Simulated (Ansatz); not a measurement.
# CO2, SMILES O=C=O: the energy of protonation at one site

With Ansatz 0.2.0 through its Python package.

At the Python prompt:
```pycon
>>> import ansatz as az
>>> import numpy as np
>>> geometry_ang = [
...     ("O", (0.36737, -1.07949, 0.08721)),
...     ("C", (0.00017, 9e-05, 0.0001)),
...     ("O", (-0.36754, 1.0794, -0.0873)),
... ]
>>> mol = az.Crystal.molecule()
>>> for symbol, xyz in geometry_ang:
...     mol = mol.atom(symbol, xyz)
...
>>> base = mol.calculation()
>>> base = base.basis(gaussian="def2-SVP").functional("r2scan")
>>> symbols = [site.symbol for site in mol.cartesian_sites]
>>> start = np.array([site.position_ang for site in mol.cartesian_sites], dtype=float)
>>> rep = base.relax(force_tolerance=0.01).run(threads=1, pin="off").report
>>> end = np.array(rep["positions_ang"])
>>> # start the new hydrogen opposite the existing bonds
>>> away = sum((end[2] - end[j]) / np.linalg.norm(end[2] - end[j]) for j in [1]) + np.array([0.15, 0.1, -0.2])
>>> proton = end[2] + 1.0 * away / np.linalg.norm(away)
>>> acid = az.Crystal.molecule()
>>> for symbol, place in zip(symbols, end):
...     acid = acid.atom(symbol, place.tolist())
...
>>> acid = acid.atom("H", proton.tolist())
>>> protonated = (
...     acid.calculation()
...     .basis(gaussian="def2-SVP")
...     .functional("r2scan")
...     .charge(1)
...     .relax(force_tolerance=0.01, max_steps=80)
... )
>>> after = protonated.run(threads=1, pin="off").report
>>> xyz = np.array(after["positions_ang"])
>>> reach = np.linalg.norm(xyz[:-1] - xyz[-1], axis=1)
>>> print(f"base {rep['free_energy_ev']:.5f} eV, protonated {after['free_energy_ev']:.5f} eV")
base -5125.31980 eV, protonated -5131.08917 eV
>>> print(f"the proton ends {reach.min():.3f} A from {symbols[reach.argmin()]}{reach.argmin()}")
the proton ends 0.993 A from O2
>>> print(f"electronic proton affinity {(rep['free_energy_ev'] - after['free_energy_ev']):.3f} eV")
electronic proton affinity 5.769 eV
```

Notes:
- Total energies depend on the basis set; only differences at equal settings carry meaning.
- The proton is put on one chosen atom, which needn't be the most basic site, so the molecule's proton affinity can be higher; the ends are stationary points, not checked by frequencies, and zero-point and thermal terms count only where printed.
- It ran for 15 s on 1 thread of Arm Neoverse V1, with other jobs on the host, peak memory 0.18 GiB.
